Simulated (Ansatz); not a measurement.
**BNH+ (triplet): wave-function methods side by side, cc-pVTZ**

One table from this session's results is given with a row withheld; the runs are named, their logs left out.

Method: cc-pVTZ, core rule «outside noble gas», up to 2 orbitals frozen; program: Ansatz 0.2.0, Gaussian basis.

The runs, in order: UHF; CCSD(T) on ROHF; CCSD(T) on UHF; BCCD(T) on ROHF; CCSDT(Q) on ROHF; CCSDT(Q) on UHF; CASSCF and MRCISD+Q, 8 electrons in 9 orbitals; CASSCF and NEVPT2, 8 electrons in 9 orbitals.

5 further runs of the same task are left out: 5 set aside as unsound or not needed.

**What is computed**

The geometry is a PBE0/def2-TZVP stationary point (not a proven minimum) of the parent state, kept for this charge and spin.

3 atoms, charge 1, spin multiplicity 3.

Atoms are counted from 1 here; the program's logs count them from 0.

Bond lengths: B1–N2 1.503 Å, B1–H3 1.206 Å. Angles: N2–B1–H3 117.0°.

As a file:

```xyz
3
BHN
B     0.00000   -0.18523    0.77297
N     0.00000    0.08743   -0.70502
H     0.00000    0.77181    1.50645
```

The first run:

File in.yaml:

```yaml
crystal:
  periodic: [false, false, false]
  atoms:
    - {symbol: B, position_ang: [0.000000, -0.185227, 0.772970]}
    - {symbol: N, position_ang: [0.000000, 0.087426, -0.705019]}
    - {symbol: H, position_ang: [0.000000, 0.771807, 1.506451]}
basis:
  gaussian: {orbitals: cc-pVTZ}
total_charge: 1
magnetization: {spin_polarized: true, initial_magnetization: 2}
hamiltonian: {xc: hf}
output: {orbitals: {seedname: orbitals}}
```

The run is started by

```sh
$ ansatz run in.yaml --threads 1 --pin off --events-out ev --progress --plain --max-ram 2816MiB --backend cpu
```

Among the steps run: UHF; CCSD(T) on ROHF; CCSD(T) on UHF; BCCD(T) on ROHF; CCSDT(Q) on ROHF; CCSDT(Q) on UHF; CASSCF and MRCISD+Q, 8 electrons in 9 orbitals; CASSCF and NEVPT2, 8 electrons in 9 orbitals.

One of the session's tables, all rows but one given; the rest of the session is left out.

| method | from UCCSDT(Q) (meV) |
| --- | --- |
| ROHF | +6522.6 |
| UHF | +6344.4 |
| RMP2 | +1105.1 |
| UMP2 | +1123.6 |
| RCCSD | +314.7 |
| UCCSD | ? |
| RCCSD(T) | +59.7 |
| UCCSD(T) | +59.5 |
| BCCD(T) | +66.3 |
| RCCSDT | +19.4 |
| UCCSDT | +17.4 |
| RCCSDT(Q) | +7.1 |
| UCCSDT(Q) | 0 |
| CASSCF valence | +3965.9 |
| NEVPT2 valence | +765.0 |
| MRCISD valence | +215.2 |
| MRCISD+Q valence | +48.8 |

**Question.** Estimate the row for UCCSD.

The run gave: from UCCSDT(Q) (meV): +309.4. In the column «from UCCSDT(Q) (meV)» it lies between MRCISD valence (+215.2) and RCCSD (+314.7).

Some runs used a GPU and others CPU threads alone; cost is compared among the CPU runs only.

Among the levels timed on like hardware, those that no quicker one beats, quickest first: RCCSD(T) (3.5 s, +59.7 meV); UCCSD(T) (5.5 s, +59.5 meV).

Limits of these values: Of the multireference levels listed MRCISD+Q valence comes nearest in total energy (+48.8 meV), which doesn't show that its space is the better one. Restricted and unrestricted rows rest on different reference determinants; where their highest levels disagree by more than a few hundredths of an eV, they describe different states and don't form one ladder.
